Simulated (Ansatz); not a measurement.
A nudged elastic band was laid between two geometries of BH$_{3}$O (5 atoms, charge 0, multiplicity 1).

These are results of RHF/def2-TZVP in Ansatz 0.2.0, not measurements.

```yaml
movable_images: 7
climbing_image: yes
spring: 5.0 eV/Å²
optimiser: quadratic models (default)
start_path: through a guess of the saddle point
force_threshold: 0.05 eV/Å
iteration_limit: 60
end_points: relaxed
```

Image 0:

```xyz
5
Properties=species:S:1:pos:R:3
B 0.366 -0.015 0.077
O 0.562 -0.119 1.400
H -0.220 -0.209 1.915
H 1.327 0.101 -0.615
H -0.738 -0.039 -0.381
```

Image 8:

```xyz
5
Properties=species:S:1:pos:R:3
B -0.287 0.004 -1.182
O 0.728 0.041 1.133
H 0.533 -0.264 2.004
H 1.657 -0.050 1.002
H -1.333 -0.013 -0.560
```

Problem. Which bonds break or form, and what moves?

Solution. Bonds broken: B1–O2, B1–H4. Bonds formed: O2–H4. BH3O becomes BH + H2O.

Problem. What energy profile does the band end with?

Solution. The run converged. The highest image is number 4 of 0 to 8, 129.1 kcal/mol above the first end and 18.5 kcal/mol above the last; the last end lies 110.6 kcal/mol above the first. Neighbouring images differ by up to 2.4 eV, so the band resolves the path poorly. A vibrational analysis at the climbing image gives one clearly imaginary mode, 1842i cm⁻¹: a first-order saddle point. The orbitals stay closed-shell, which can raise the energy where a bond breaks towards radicals; this wasn't checked here.

```tsv
image	path coordinate (Å)	energy (kcal/mol)	B1–O2 (Å)	B1–H4 (Å)	O2–H4 (Å)
0	0.00	0.0	1.34	1.19	2.17
1	0.39	7.6	1.34	1.18	2.05
2	0.79	30.6	1.36	1.18	1.85
3	1.18	85.9	1.43	1.25	1.48
4	1.58	129.1	1.55	1.45	1.10
5	1.99	115.9	1.66	1.90	0.95
6	2.40	111.4	1.73	2.30	0.94
7	2.81	111.1	2.17	2.66	0.94
8	3.22	110.6	2.53	2.92	0.94
```

Problem. What is the geometry of the highest image?

Solution. 
```xyz
5
Properties=species:S:1:pos:R:3
B 0.127 0.085 -0.379
O 0.630 0.173 1.084
H 0.244 -0.385 1.753
H 1.361 -0.158 0.337
H -1.065 0.003 -0.398
```

The band took 42 iterations and of the order of 90 core-seconds.

The run took 95 s on 1 thread of Intel(R) Xeon(R) Platinum 8488C (Sapphire Rapids) (shared host), peak memory 0.13 GiB.
